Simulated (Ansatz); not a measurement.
Born–Oppenheimer molecular dynamics of H3Si2 (5 atoms, charge -1, multiplicity 1). It starts at the highest image of a converged band. Of that band: The profile has 2 maxima (images 1, 4) with wells between them (image 3): this band takes more than one step, which may be the mechanism or a detour left from its start path. A vibrational analysis at the climbing image gives one clearly imaginary mode, 581i cm⁻¹: a first-order saddle point.

Level of theory: RKS B3LYP/6-31G (Ansatz 0.2.0).

```json
{
  "ensemble": "NVE (velocity Verlet)",
  "time step": "0.5 fs",
  "steps asked": "200",
  "starting velocities drawn for": "300 K",
  "seed": "5621"
}
```

First frame:

```xyz
5
Properties=species:S:1:pos:R:3
Si -0.943 -0.433 0.417
Si 1.220 0.692 -0.249
H -1.494 -0.011 -1.017
H -0.341 -1.760 -0.226
H 1.558 1.513 1.074
```

Q: How far do the bonds stretch over the last three quarters of this one trajectory? (Pairs bonded in most of those frames.)

A: 
```csv
bond,mean (Å),spread (Å),shortest,longest
Si1–Si2,2.346,0.098,2.21,2.49
Si1–H3,1.576,0.052,1.48,1.68
Si1–H4,1.566,0.023,1.52,1.61
Si2–H5,1.611,0.022,1.57,1.67
```

Mean temperature of the second half: 1579 K. The conserved energy stayed within 0.098 meV per atom of its start (net change 0.024 meV per atom), so the integration is sound. The system heated up, since it started high on the potential surface and ran downhill. A run of 0.1 ps of so small a system gives no equilibrium averages. The orbitals stay closed-shell, which can raise the energy where a bond breaks towards radicals; this wasn't checked here. Limits of this set-up: no polarisation functions, an anion without diffuse functions, the dipole of an ion depends on the origin.

Run time: 2.9 min on 1 thread of Arm Neoverse V1 (shared host), peak memory 0.08 GiB.
